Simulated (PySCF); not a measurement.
**Frontier orbitals and the lowest excitations**

C₄H₇N.
Geometry (GFN2-xTB, Å), atoms numbered from 1 in this order:
```
atom  x, y, z in Å
C1     2.4297    1.1729    0.6488
N2     1.7267    0.2782    0.4123
C3     0.8577   -0.7754    0.1055
C4    -0.3718   -0.2728   -0.6585
C5    -1.2404    0.6358    0.2028
H6     0.5520   -1.2522    1.0435
H7     1.4084   -1.5045   -0.4989
H8    -0.9482   -1.1403   -0.9862
H9    -0.0398    0.2689   -1.5469
H10   -0.6687    1.4956    0.5458
H11   -2.0934    0.9946   -0.3676
H12   -1.6111    0.0985    1.0735
```

Computed with TDDFT B3LYP/def2-SVPD, vertical, gas phase, core orbitals frozen in the response in PySCF.

Frontier orbitals with the atoms that hold most of them (Löwdin shares over 4%, at most four atoms; ? is withheld):

| orbital | ε (eV) | atoms |
| --- | --- | --- |
| HOMO-3 | -9.97 | C5 26%, C4 25%, H12 12%, H9 11% |
| HOMO-2 | -9.24 | N2 37%, C1 22%, C3 15%, H6 8% |
| HOMO-1 | -9.17 | ? |
| HOMO | -8.28 | C1 82%, N2 15% |
| LUMO | 0.09 | ? |
| LUMO+1 | 0.41 | C1 39%, N2 25%, H7 7%, H6 6% |
| LUMO+2 | 0.71 | C1 35%, N2 23%, C5 10%, C4 8% |

(1) Give the leading atoms of the HOMO-1.

(2) Which atoms hold the LUMO, and with what shares?

(3) The HOMO–LUMO gap is 8.37 eV. Where does the response calculation put the lowest singlet, and from which orbitals?

(4) Give energy, strength and leading configuration of S1 and S3, and follow the Löwdin shares of the leading atoms from the occupied to the empty orbital.

Results:

(1) N2 (bonded to 2 C) 34%; C1 (bonded to N) 20%; C3 (bonded to C, N and 2 H) 16%; C4 (bonded to 2 C and 2 H) 13%. By element: carbon 49% or more, nitrogen 34%.

(2) C3 (bonded to C, N and 2 H) 18%; C1 (bonded to N) 15%; H7 (bonded to C) 11%; C4 (bonded to 2 C and 2 H) 10%. By element: carbon 44% or more, hydrogen 11% or more.

(3) S1 is at 7.65 eV (f = 0.020), 0.72 eV below the gap, made of HOMO→LUMO (98%). Without the coupling terms of the response equations the lowest excitation would equal the gap.

(4) 
- S1 (7.65 eV, f 0.020), HOMO→LUMO (98%): C1 82% → 15%, N2 15% → at most 11%, C3 at most 3% → 18%
- S3 (7.91 eV, f 0.053), HOMO→LUMO+1 (92%): C1 82% → 39%, N2 15% → 25%

One conformer stands for the species.
